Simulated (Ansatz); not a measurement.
A run of Ansatz (development build ahead of 0.2.0) on doublet NH₃(+) at this shape:

```yaml
atoms:
  - { symbol: N, position_ang: [0.0026, -0.0014, -0.0255] }
  - { symbol: H, position_ang: [-0.0537, -0.4504, 0.9330] }
  - { symbol: H, position_ang: [0.8269, 0.6376, 0.0240] }
  - { symbol: H, position_ang: [-0.9181, 0.4763, -0.0616] }
```

Its results:

- Converged: yes
- Total energy: -55.80639 hartree
- Spin squared of the determinant: 0.758
- Stability test: minimum

Forces (eV/Å):
```tsv
atom	Fx	Fy	Fz
N1	-0.640	2.217	5.042
H2	0.522	-0.906	-1.888
H3	-0.384	-0.859	-1.460
H4	0.502	-0.453	-1.694
```

Which input gives this output? Name the method, the orbitals and the basis set, and write the input.

UHF in def2-SVP.

```yaml
crystal:
  periodic: [false, false, false]
  atoms:
    - { symbol: "N", position_ang: [0.00259, -0.00137, -0.02545] }
    - { symbol: H, position_ang: [-0.05369, -0.45041, 0.93302] }
    - { symbol: H, position_ang: [0.82694, 0.63759, 0.02399] }
    - { symbol: H, position_ang: [-0.91814, 0.47632, -0.06155] }
basis:
  gaussian: { orbitals: def2-SVP }
total_charge: 1
magnetization:
  spin_polarized: true
  initial_magnetization: 1
hamiltonian:
  xc: hf
output:
  forces: true
```
